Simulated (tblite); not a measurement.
# C2H4O: the cost of one run

Programs: tblite 0.8.0 and PySCF 2.14.0. All values are calculated, for the isolated system unless a continuum is named. Atoms count from 0, parts from 1.

## Step 1: The system as given

7 atoms, charge 0, multiplicity 1; geometry: rigid parts in contact. Parts: 1 = atoms 0–4, `C`, charge 0; 2 = atoms 5–6, `[C-]#[O+]`, charge 0.

## Step 2: Bringing the parts together with GFN2-xTB

What the job is given:

```
{"job": {"kind": "dock", "xc": "GFN2-xTB", "basis": "xTB"}, "charge": 0, "multiplicity": 1, "parts": [{"atoms": "0-4", "charge": 0, "multiplicity": 1}, {"atoms": "5-6", "charge": 0, "multiplicity": 1}]}
C     -0.000068     0.000001     0.000023
H     -0.677774    -0.839915    -0.079318
H     -0.453262     0.873063    -0.451009
H      0.207049     0.199273     1.043396
H      0.924055    -0.232422    -0.513093
C      3.224397     1.666261    -0.166336
O      2.731840     0.975524    -0.908649
```

With the program's defaults for keys left out, this is: GFN2-xTB search for minima from random contacts, gas phase.

Run with:

```console
> OMP_NUM_THREADS=1 python cluster_run.py task.json out
```

The driver reads the jobs from task.json and runs them one after another.

**Question.** How long does this first job take on 1 thread of Arm Neoverse N1, shared host?

About 5 s.
